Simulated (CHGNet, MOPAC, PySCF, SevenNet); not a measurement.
# Zinc-blende GaSb, lattice constant a

Reference value: 6.096 Å (measured, 300 K, not corrected to a static lattice; as tabulated in Vurgaftman et al. (2001), doi:10.1063/1.1368156).

```csv
level (code),value (Å),difference (%)
PM6 semi-empirical Hartree-Fock (MOPAC),5.717,-6.22
CHGNet 0.3.0,6.214,+1.94
CHGNet-r²SCAN,6.124,+0.46
SevenNet-0,6.218,+2.00
Hartree–Fock (PySCF),6.194 ± 0.02,+1.61
MP2 (PySCF),6.134 ± 0.02,+0.62
```

The reference is not for a static lattice or low temperature, so close values are not ranked against it. Off by more than 1.25 %, or 1.75 % on the side where a correction would as a rule narrow the miss (bounds picked here): PM6 semi-empirical Hartree-Fock (MOPAC) (-6.22 %), SevenNet-0 (+2.00 %), CHGNet 0.3.0 (+1.94 %), Hartree–Fock (+1.61 %).

The measured value isn't corrected to a static lattice, so vibrations enter the comparison. A static lattice is as a rule a little smaller than the measured one.  A ± on a computed value is a rough bar: the spread of its extrapolation, a floor set from checks against published values, or a statistical error. PM6 semi-empirical Hartree-Fock (MOPAC): the method was fitted mainly to molecules. PM6 semi-empirical Hartree-Fock (MOPAC): the run uses a supercell at the zone centre in place of a k mesh.

Machine-learned potentials (CHGNet 0.3.0, CHGNet-r²SCAN, SevenNet-0) are trained on DFT data: a solid inside that data is no test of them.

Differences are worked out from the printed values.
